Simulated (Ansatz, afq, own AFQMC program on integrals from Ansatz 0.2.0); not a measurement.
## Where AFQMC and coupled cluster stand for GaLi, triplet

```yaml
atoms:
  - { symbol: Ga, position_ang: [0.0000, 0.0000, 0.0000] }
  - { symbol: Li, position_ang: [0.0000, 0.0000, 2.8088] }
```

Basis aug-cc-pVDZ. Only valence electrons are correlated. Ansatz 0.2.0 and our own AFQMC program on the same integrals; the CISD trial comes from CCSD amplitudes, and released means the phaseless constraint is let go. Error bars are statistical, one sigma. No spin–orbit coupling.

Determinant: UHF, the one that the program's search chose, which needn't be the lowest solution. The geometry is a PBE0/def2-TZVPD stationary point of this or a neighbouring charge and spin state.

No full CI on the walks' own integrals is used here; CCSDT(Q) serves as the reference and is uncertain by about the last step of the cluster series.

Cautions: no relativity below Rb; no spin-orbit coupling; inner d shell frozen; another spin lies lower (by 247 meV); the ph-AFQMC/CISD walk drifts between its halves (2.6 errors).

```
T1 diagnostic                               : 0.0171
weight of the determinant in the CISD state : 0.926
⟨S²⟩ of the determinant                     : 2.021
size of the correlated space                : 4 electrons in 44 orbitals
```

```
  level  correlation energy (eV)
    MP2                  -1.0642
   CCSD                  -1.4988
CCSD(T)                  -1.5424
```

(1) Estimate where phaseless AFQMC with the Hartree–Fock trial lies against CCSD(T) on the same integrals.

(1) 8.4 ± 2.2 kJ/mol above CCSD(T).

Reference: CCSDT(Q), correlation energy -1.562 eV. The released energy is read at 2.40 1/Eh (meV from the phaseless value at times in 1/Eh: -3 ± 4 at 0.24, -3 ± 4 at 0.51, -4 ± 4 at 0.99, -5 ± 3 at 1.62, -6 ± 4 at 2.40).

```json
{"level": "CCSD(T)", "E − E(reference) (kJ/mol)": "1.8", "share of correlation (%)": "98.77"}
{"level": "CCSDT", "E − E(reference) (kJ/mol)": "0.1", "share of correlation (%)": "99.91"}
{"level": "ph-AFQMC/HF", "E − E(reference) (kJ/mol)": "10.3 ± 2.2", "share of correlation (%)": "93.17"}
{"level": "ph-AFQMC/CISD", "E − E(reference) (kJ/mol)": "0.7 ± 0.3", "share of correlation (%)": "99.52"}
{"level": "released AFQMC", "E − E(reference) (kJ/mol)": "0.2 ± 0.4", "share of correlation (%)": "99.88"}
```

A walk keeps the symmetry of its determinant, which the program's search chose and which needn't be the lowest solution, so a lower state of the same spin and another symmetry isn't excluded. Released energies are given only where the last usable release times agree within the noise; a slower fall can still hide under it.
